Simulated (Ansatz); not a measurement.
**CH3BF− (SMILES B[CH-]F): single points off equilibrium**

One table from this session's results is given with a row withheld; the runs are named, their logs left out.

Computed with Ansatz 0.2.0, Gaussian basis. Level: single points in def2-TZVPPD.

Correlated methods freeze the cores.

**The starting structure**

SMILES `B[CH-]F`, 6 atoms, charge -1, spin multiplicity 1.

Atoms are counted from 1 here; the program's logs count them from 0.

Bond lengths: B1–C2 1.440 Å, B1–H4 1.186 Å, B1–H5 1.174 Å, C2–F3 1.445 Å, C2–H6 1.088 Å. Angles: C2–B1–H4 118.2°, C2–B1–H5 122.8°, H4–B1–H5 119.0°, B1–C2–F3 127.3°, B1–C2–H6 130.3°, F3–C2–H6 102.4°.

Coordinates:

```xyz
6
CH3BF
B    -0.4446   -0.0202   -0.6312
C     0.3698   -0.0577    0.5554
F     0.9422    1.0659    1.2616
H    -0.8182   -1.0494   -1.0881
H    -0.7589    0.9823   -1.1547
H     0.7448   -0.9062    1.1243
```

The first run:

File run/in.yaml:

```yaml
crystal:
  periodic: [false, false, false]
  atoms:
    - {symbol: B, position_ang: [-0.444600, -0.020200, -0.631200]}
    - {symbol: C, position_ang: [0.369800, -0.057700, 0.555400]}
    - {symbol: F, position_ang: [0.942200, 1.065900, 1.261600]}
    - {symbol: H, position_ang: [-0.818200, -1.049400, -1.088100]}
    - {symbol: H, position_ang: [-0.758900, 0.982300, -1.154700]}
    - {symbol: H, position_ang: [0.744800, -0.906200, 1.124300]}
basis:
  gaussian: {orbitals: "def2-TZVPPD.json"}
total_charge: -1
correlation: {method: ccsd_t}
output: {forces: true}
```

The basis file named in the input lies beside it (Basis Set Exchange, JSON).

No record of the launch command was kept for these runs.

Among the steps run: CCSD(T)/def2-TZVPPD; PBE0-D4/def2-TZVPPD; wB97M-V/def2-TZVPPD; r2SCAN-D4/def2-TZVPPD; PBE-D4/def2-TZVPPD; BHLYP-D4/def2-TZVPPD; B97M-V/def2-TZVPPD.

One table of the session follows, with a row left open; its other results are not shown here.

| method | RMS force component (eV/Å) | angle to CCSD(T) forces (°) |
| --- | --- | --- |
| CCSD(T) | 0.415 | reference |
| PBE0-D4 | 0.443 | 23.9 |
| wB97M-V | 0.385 | 27.6 |
| r2SCAN-D4 | 0.383 | 23.3 |
| PBE-D4 | ? | ? |
| BHLYP-D4 | 0.447 | 32.3 |
| B97M-V | 0.418 | 28.4 |

**Question.** Estimate the row for PBE-D4.

The run gave: RMS force component (eV/Å): 0.398; angle to CCSD(T) forces (°): 27.4. In the column «RMS force component (eV/Å)» it lies between wB97M-V (0.385) and CCSD(T) (0.415).

Caveats from the session: The anion's highest level is positive in at least one run, so there the basis alone may hold the extra electron.
